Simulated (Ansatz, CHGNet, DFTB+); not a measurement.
# hcp Ru, lattice parameter c

Reference value: 4.282 Å (measured, 293 K, not corrected to a static lattice; as tabulated in Wikipedia's data pages).

Problem. What do GFN1-xTB as cut by DFTB+, CHGNet 0.3.0, LDA, PBE, r²SCANh give, and how far is each from the reference?

Solution. 
```
level (code)              value (Å)  difference (%)
------------------------  ---------  --------------
GFN1-xTB as cut by DFTB+      4.367           +1.99
CHGNet 0.3.0                  4.303           +0.49
LDA (Ansatz)                  4.222           -1.40
PBE (Ansatz)                  4.292           +0.23
r²SCANh (Ansatz)              4.250           -0.75
```

The reference is not for a static lattice or low temperature, so close values are not ranked against it. Off by more than 1.75 %, or 2.45 % on the side where a correction would as a rule narrow the miss (bounds picked here): GFN1-xTB as cut by DFTB+ (+1.99 %).

The reference isn't brought to a static lattice, while the calculations are for one, so the differences are not the levels' errors alone.  GFN1-xTB as cut by DFTB+: the method was fitted mainly to molecules. GFN1-xTB as cut by DFTB+: codes differ in how they cut the long-range tail of xTB's charge interaction in a crystal, so the value belongs to this code. K meshes differ between the levels. Ansatz's density-functional and Hartree–Fock values are scalar-relativistic unless marked +SOC, with PAW data made under PBE.

Machine-learned potentials (CHGNet 0.3.0) are trained on DFT data: a solid inside that data is no test of them.

Differences are worked out from the printed values.

Ansatz is a program for electronic structure.
